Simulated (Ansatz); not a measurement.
**SiClO (doublet): the correlation ladder, cc-pVDZ**

An exercise on one series of results from a longer session: the logs are not shown, and one member is left open.

The runs use Ansatz 0.2.0, Gaussian basis; cc-pVDZ, core rule «outside noble gas», up to 11 orbitals frozen.

To be run: UHF; CCSD(T) on ROHF; CCSD(T) on UHF; BCCD(T) on ROHF; CISD; CCSDT(Q) on ROHF; CCSDT(Q) on UHF; CASSCF and MRCISD+Q, 15 electrons in 11 orbitals; CASSCF and NEVPT2, 15 electrons in 11 orbitals.

35 further runs of the same task are left out: 8 for a known fault of the program, 11 that didn't finish, 16 set aside as unsound or not needed.

## The geometry

The geometry is a PBE0/def2-TZVP stationary point (not a proven minimum) of the parent state, kept for this charge and spin.

3 atoms, charge 0, spin multiplicity 2.

Atoms are counted from 1 here; the program's logs count them from 0.

Bond lengths: Cl1–Si3 2.238 Å, O2–Si3 1.908 Å. Angles: Cl1–Si3–O2 65.5°.

Set-up of the first run:

Input file in.yaml:

```yaml
crystal:
  periodic: [false, false, false]
  atoms:
    - {symbol: Cl, position_ang: [0.000000, -0.104654, 1.131961]}
    - {symbol: O, position_ang: [0.000000, 1.273898, -0.660805]}
    - {symbol: Si, position_ang: [0.000000, -0.593591, -1.052463]}
basis:
  gaussian: {orbitals: cc-pVDZ}
magnetization: {spin_polarized: true, initial_magnetization: 1}
hamiltonian: {xc: hf}
output: {orbitals: {seedname: orbitals}}
```

Started as:

```bash
> ansatz run in.yaml --threads 1 --pin off --events-out ev --progress --plain --max-ram 2393MiB
```

Steps of the session up to this table: UHF; CCSD(T) on ROHF; CCSD(T) on UHF; BCCD(T) on ROHF; CISD; CCSDT(Q) on ROHF; CCSDT(Q) on UHF; CASSCF and MRCISD+Q, 15 electrons in 11 orbitals; CASSCF and NEVPT2, 15 electrons in 11 orbitals.

One of the session's tables, all rows but one given; the rest of the session is left out.

It belongs to the step «Misses and costs». 

```
          method  from RCCSDT(Q) (kcal/mol)
            ROHF                    +267.31
             UHF                    +263.64
            RMP2                     +35.85
            UMP2                     +35.50
            CISD                     +43.07
           RCCSD                     +11.84
           UCCSD                     +11.77
        RCCSD(T)                      +2.55
        UCCSD(T)                      +2.60
         BCCD(T)                      +2.39
          RCCSDT                      +1.03
          UCCSDT                      +1.03
       RCCSDT(Q)                          0
       UCCSDT(Q)                      -0.37
  CASSCF valence                    +207.92
  NEVPT2 valence                     +43.11
  MRCISD valence                     +24.51
MRCISD+Q valence                          ?
```

**Question.** Estimate the row for MRCISD+Q valence.

As computed: from RCCSDT(Q) (kcal/mol): +4.98. In the column «from RCCSDT(Q) (kcal/mol)» it lies between UCCSD(T) (+2.60) and UCCSD (+11.77).

To keep in mind: Restricted and unrestricted rows rest on different reference determinants; where their highest levels disagree by more than a few hundredths of an eV, they describe different states and don't form one ladder.
